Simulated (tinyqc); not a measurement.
Worked calculation: RHF in the sto-3g basis, for H2O, spin multiplicity 1. One step of it, computed by the program tinyqc.

Problem. Orthogonalisation. S = U s U^T; canonical form X = U s^(-1/2), so that X^T S X = 1. Each column of U has its largest component positive (the first on a tie).

overlap S, order 1O 1s, 1O 2s, 1O 2px, 1O 2py, 1O 2pz, 2H 1s, 3H 1s:
$$\begin{pmatrix}
1.000000 & 0.236704 & 0.000000 & 0.000000 & 0.000000 & 0.050007 & 0.050007 \\
0.236704 & 1.000000 & 0.000000 & 0.000000 & 0.000000 & 0.453959 & 0.453959 \\
0.000000 & 0.000000 & 1.000000 & 0.000000 & 0.000000 & 0.000000 & 0.000000 \\
0.000000 & 0.000000 & 0.000000 & 1.000000 & 0.000000 & 0.319377 & -0.319377 \\
0.000000 & 0.000000 & 0.000000 & 0.000000 & 1.000000 & 0.209700 & 0.209700 \\
0.050007 & 0.453959 & 0.000000 & 0.319377 & 0.209700 & 1.000000 & 0.204989 \\
0.050007 & 0.453959 & 0.000000 & -0.319377 & 0.209700 & 0.204989 & 1.000000
\end{pmatrix}$$

Give: eigenvalues of S; X.

Solution.

eigenvalues of S: [0.3652, 0.4344, 0.8934, 1.0000, 1.0845, 1.3607, 1.8618]

X, order 1O 1s, 1O 2s, 1O 2px, 1O 2py, 1O 2pz, 2H 1s, 3H 1s:
$$\begin{pmatrix}
-0.3178 & 0.0000 & 0.7547 & 0.0000 & -0.6101 & 0.0000 & 0.1647 \\
1.1599 & 0.0000 & -0.2700 & 0.0000 & -0.2743 & 0.0000 & 0.4409 \\
0.0000 & 0.0000 & 0.0000 & 1.0000 & 0.0000 & 0.0000 & 0.0000 \\
0.0000 & 0.9468 & 0.0000 & 0.0000 & 0.0000 & 0.6699 & 0.0000 \\
0.4811 & 0.0000 & 0.6498 & 0.0000 & 0.6625 & 0.0000 & 0.1828 \\
-0.7282 & -0.8384 & -0.1651 & 0.0000 & 0.1335 & 0.3783 & 0.3756 \\
-0.7282 & 0.8384 & -0.1651 & 0.0000 & 0.1335 & -0.3783 & 0.3756
\end{pmatrix}$$
